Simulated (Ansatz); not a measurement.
# BH₂S (doublet): wave-function methods side by side, def2-QZVPP

An exercise on one series of results from a longer session: the logs are not shown, and one member is left open.

Method: def2-QZVPP, core rule «outside noble gas», up to 6 orbitals frozen; program: Ansatz 0.2.0, Gaussian basis.

The runs, in order: UHF; ROHF; CCSD(T) on UHF.

2 further runs of the same task are left out: 2 set aside as unsound or not needed. Runs told in other sessions of the task aren't counted.

## What is computed

The geometry is a PBE0/def2-TZVP stationary point (not a proven minimum).

4 atoms, charge 0, spin multiplicity 2.

Atoms are counted from 1 here; the program's logs count them from 0.

Bond lengths: B1–S2 1.742 Å, B1–H3 1.189 Å, S2–H4 1.348 Å. Angles: S2–B1–H3 125.0°, B1–S2–H4 99.6°.

Set-up of the first run:

in.yaml

```yaml
crystal:
  periodic: [false, false, false]
  atoms:
    - {symbol: B, position_ang: [0.000000, -0.247959, 1.248665]}
    - {symbol: S, position_ang: [0.000000, 0.102017, -0.457708]}
    - {symbol: H, position_ang: [0.000000, 0.569475, 2.112516]}
    - {symbol: H, position_ang: [0.000000, -1.155317, -0.944703]}
basis:
  gaussian: {orbitals: "def2-QZVPP.json"}
magnetization: {spin_polarized: true, initial_magnetization: 1}
hamiltonian: {xc: hf}
output: {orbitals: {seedname: orbitals}}
```

Launch:

```sh
> ansatz run in.yaml --threads 1 --pin off --events-out ev --progress --plain --max-ram 2393MiB
```

Steps of the session up to this table: UHF; ROHF; CCSD(T) on UHF.

One of the session's tables, all rows but one given; the rest of the session is left out.

```
  method  from UCCSD(T) (kcal/mol)
    ROHF                   +201.26
     UHF                   +199.95
    UMP2                    +26.48
   UCCSD                         ?
UCCSD(T)                         0
```

**Question.** Estimate the row for UCCSD.

**Answer.** from UCCSD(T) (kcal/mol): +9.10. In the column «from UCCSD(T) (kcal/mol)» it lies between UCCSD(T) (0) and UMP2 (+26.48).
